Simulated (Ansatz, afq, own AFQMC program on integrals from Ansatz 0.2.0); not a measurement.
**AlH3⁺, doublet: AFQMC among the cluster methods**

```xyz
4

Al    0.0000    0.0549   -0.0208
H     0.0000    0.2239   -1.5720
H     0.0000    0.2913    2.1484
H     0.0000   -1.9843   -0.0208
```

Basis cc-pVDZ. Only valence electrons are correlated. AFQMC by an in-house program on the Cholesky factors that Ansatz 0.2.0 writes for its CCSD(T) run. ph-AFQMC/CISD is guided by a CISD state made of CCSD amplitudes; releasing the constraint for a short imaginary time cuts its bias at the price of noise, slowly where states lie close. Error bars are statistical, one sigma.

Determinant: ROHF, the one that the program's search chose, which needn't be the lowest solution. The geometry is a point of a scan.

Full CI on the same integrals is exact in this basis and with this determinant's frozen core.

Cautions: a spin-contaminated unrestricted determinant lies lower (UHF 231 meV lower, ⟨S²⟩ 1.05); raised T1 diagnostic (T1 0.050, weight of the determinant 0.89, largest double 0.14).

- T1 diagnostic: 0.0498
- weight of the determinant in the CISD state: 0.887
- size of the correlated space: 5 electrons in 28 orbitals

```csv
level,correlation energy (eV)
MP2,-1.5853
CCSD,-2.2967
CCSD(T),-2.3443
```

**Question.** Estimate where full CI lies against CCSD(T) on the same integrals.

**Answer.** 2.8 kJ/mol below CCSD(T).

Reference: full CI, correlation energy -2.373 eV. The released energy is read at 2.40 1/Eh (meV from the phaseless value at times in 1/Eh: -2.4 ± 1.6 at 0.24, -3.3 ± 1.6 at 0.51, -6.0 ± 1.5 at 0.99, -6.9 ± 1.3 at 1.62, -8.9 ± 1.1 at 2.40).

| level | E − E(reference) (kJ/mol) | share of correlation (%) |
| --- | --- | --- |
| CCSD(T) | 2.8 | 98.77 |
| CCSDT | 0.3 | 99.88 |
| CCSDT(Q) | 0.1 | 99.96 |
| CCSDTQ | 0.0 | 100.00 |
| ph-AFQMC/CISD | 1.4 ± 0.1 | 99.39 |
| released AFQMC | 0.5 ± 0.1 | 99.76 |

CCSDT and higher add their correlation energy to the determinant of the CCSD(T) run, since their own runs factorise the integrals more tightly (a shift of under 2 meV). A walk keeps the symmetry of its determinant, which the program's search chose and which needn't be the lowest solution, so a lower state of the same spin and another symmetry isn't excluded. Released energies are given only where the last usable release times agree within the noise; a slower fall can still hide under it.
